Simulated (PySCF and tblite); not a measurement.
Values are calculated unless marked as measured or tabulated.
C₄H₈O, numbered as in [CH3:1][CH2:2][C:3]([CH3:4])=[O:5].

Level: PBE0-D3(BJ)/def2-TZVP//PBE0-D3(BJ)/def2-SVP, thermal terms from GFN2-xTB, symmetry numbers and mirror pairs counted. Conformers within 4 kcal/mol (GFN2-xTB free energy) were kept, 5 at most. GIAO shieldings: PBE0/pcSseg-1. Shifts are against TMS (¹H), TMS (¹³C) at the same level. Programs: PySCF with density fitting and tblite.

(1) Predict the averaged NMR shifts at 298.15 K.

(2) How do the conformers differ?

(3) Which signal moves most, for its nucleus, between 250 and 373.15 K through the change of populations alone?

Shifts are unscaled: against experiment ¹³C can be off by 15 ppm or more and ¹H by 0.8 ppm.

Answers

(1) ¹H: 2.17 (H2, 2H), 2.07 (H4, 3H), 0.99 (H1, 3H) ppm. ¹³C: 210.2 (C3), 37.7 (C2), 30.6 (C4), 9.3 (C1) ppm.

(2) Torsions listed: C1–C2–C3–O5. Of a mirror pair one member is shown.
| conformer | shape | weight % |
| --- | --- | --- |
| 1 | 0° | 89.9 |
| 2 | -91° | 10.1 |

| signal | 1 | 2 | average |
| --- | --- | --- | --- |
| H1 | 0.97 | 1.15 | 0.99 |
| H2 | 2.18 | 2.04 | 2.17 |
| H4 | 2.07 | 2.07 | 2.07 |
| C1 | 8.8 | 13.7 | 9.3 |
| C2 | 37.5 | 39.1 | 37.7 |
| C3 | 209.9 | 212.5 | 210.2 |
| C4 | 30.8 | 29.5 | 30.6 |

(3) C1: 9.1 ppm at 250 K, 9.2 ppm at 273.15 K, 9.3 ppm at 298.15 K, 9.4 ppm at 323.15 K, 9.6 ppm at 373.15 K.
